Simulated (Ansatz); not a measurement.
**Scan of [NH2···H···BH2], doublet**

Starting geometry:

```yaml
atoms:
  - { symbol: N, position_ang: [-1.2338, -0.0191, -0.0297] }
  - { symbol: H, position_ang: [-1.5310, 0.9487, -0.0297] }
  - { symbol: H, position_ang: [-1.5310, -0.4214, 0.8505] }
  - { symbol: H, position_ang: [-0.2213, -0.0191, -0.0297] }
  - { symbol: B, position_ang: [1.5252, -0.0191, -0.0297] }
  - { symbol: H, position_ang: [2.0343, -0.0191, 1.0473] }
  - { symbol: H, position_ang: [2.0343, -0.0191, -1.1067] }
```

From there H4 is moved from one fragment to the other while all else, the fragments' distance too, stays fixed, so the hump isn't the reaction's barrier; atoms are numbered as listed. Energies are in kJ/mol, counted from the starting geometry at the same level. Kohn–Sham curves are unrestricted where that lies lower.

Basis cc-pVDZ; Ansatz 0.2.0. Only valence electrons are correlated (noble-gas cores frozen). R marks a restricted (for open shells ROHF) determinant, U an unrestricted one.

In so small a basis the reference is far from its limit while semilocal and hybrid functionals are nearer theirs (RPA and double hybrids share much of the reference's basis error), so the functionals' errors here hold much of the reference's basis and frozen-core error, which can add to them or hide them.

Full CI isn't at hand for all of this; UCCSDT(Q) serves as the reference, and is uncertain by about the last step of the cluster series.

```json
{"distance N1-H4 (Å)": "1.012", "UCCSDT(Q)": "0.0", "SPW92": "0.0", "PBE": "0.0", "r2SCAN": "0.0", "PBE0": "0.0", "B3LYP": "0.0", "wB97M-V": "0.0", "B2PLYP": "0.0", "RPA-PBE": "0.0"}
{"distance N1-H4 (Å)": "1.095", "UCCSDT(Q)": "4.2", "SPW92": "-4.7", "PBE": "-2.8", "r2SCAN": "1.0", "PBE0": "1.8", "B3LYP": "1.0", "wB97M-V": "3.2", "B2PLYP": "3.3", "RPA-PBE": "1.7"}
{"distance N1-H4 (Å)": "1.260", "UCCSDT(Q)": "32.4", "SPW92": "12.3", "PBE": "14.7", "r2SCAN": "23.2", "PBE0": "25.6", "B3LYP": "22.0", "wB97M-V": "29.4", "B2PLYP": "29.3", "RPA-PBE": "24.6"}
{"distance N1-H4 (Å)": "1.424", "UCCSDT(Q)": "36.5", "SPW92": "27.8", "PBE": "24.8", "r2SCAN": "29.6", "PBE0": "32.5", "B3LYP": "26.2", "wB97M-V": "34.8", "B2PLYP": "34.4", "RPA-PBE": "29.3"}
{"distance N1-H4 (Å)": "1.589", "UCCSDT(Q)": "31.7", "SPW92": "50.1", "PBE": "37.9", "r2SCAN": "34.7", "PBE0": "36.5", "B3LYP": "28.3", "wB97M-V": "33.1", "B2PLYP": "32.7", "RPA-PBE": "30.0"}
```
